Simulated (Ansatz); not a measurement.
ClH3SSi, SMILES `S[SiH2]Cl` at its PBE0-D4/def2-TZVP geometry, where that method's forces vanish. The species carries charge 0 and has multiplicity 1.

| atom | x (Å) | y (Å) | z (Å) |
| --- | --- | --- | --- |
| S1 | 0.744 | 1.240 | -0.903 |
| Si2 | -0.438 | -0.252 | 0.030 |
| Cl3 | -0.494 | -0.067 | 2.074 |
| H4 | 1.908 | 0.744 | -0.450 |
| H5 | 0.086 | -1.605 | -0.256 |
| H6 | -1.806 | -0.059 | -0.496 |

(1) For each bond, give half the difference of the two atoms' forces along it (eV/Å; positive pushes the atoms apart) under PBE-D4, r2SCAN-D4, B3LYP-D4, ωB97M-V in def2-TZVPP. (Estimate.)

Answers

(1) The calculation gave: 
| bond | length (Å) | PBE-D4 | r2SCAN-D4 | B3LYP-D4 | ωB97M-V |
| --- | --- | --- | --- | --- | --- |
| S1–Si2 | 2.120 | 0.13 | 0.05 | 0.17 | 0.06 |
| S1–H4 | 1.344 | 0.25 | 0.01 | -0.02 | -0.09 |
| Si2–Cl3 | 2.054 | 0.18 | 0.05 | 0.21 | 0.09 |
| Si2–H5 | 1.479 | 0.05 | -0.04 | -0.14 | -0.16 |
| Si2–H6 | 1.478 | 0.08 | -0.03 | -0.14 | -0.16 |

B3LYP here is the variant with VWN-RPA as its local correlation; programs differ in this.

Program: Ansatz 0.2.0.
